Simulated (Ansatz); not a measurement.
**Crystal structures of calcium under LDA**

Method: DFT, LDA (PW92), plane waves (420 eV) with PAW, scalar-relativistic in Ansatz. (PAW data from PBE, frozen cores regenerated.)

Each structure is relaxed within its own symmetry, so a high-lying one may be dynamically unstable.

```csv
structure,ΔE (meV/atom),V (Å³/atom),cell,magnetic state
fcc,0,38.13,a = 5.343 Å,spin not included
dhcp,4,38.23,"a = 3.774 Å, c = 12.396 Å (c/a = 3.285)",spin not included
hcp,6,38.34,"a = 3.774 Å, c = 6.217 Å (c/a = 1.647)",spin not included
bcc,12,37.81,a = 4.229 Å,spin not included
A15,38,38.35,a = 6.745 Å,spin not included
omega (AlB2-type),58,38.45,"a = 6.067 Å, c = 3.619 Å (c/a = 0.596)",spin not included
beta-Sn type,254,38.10,"a = 6.559 Å, c = 3.543 Å (c/a = 0.540)",spin not included
simple cubic,381,38.24,a = 3.369 Å,spin not included
diamond,1135,69.93,a = 8.240 Å,spin not included
```

ΔE counts from fcc.

Differences under about 8 meV lie within the error of the k-point mesh.
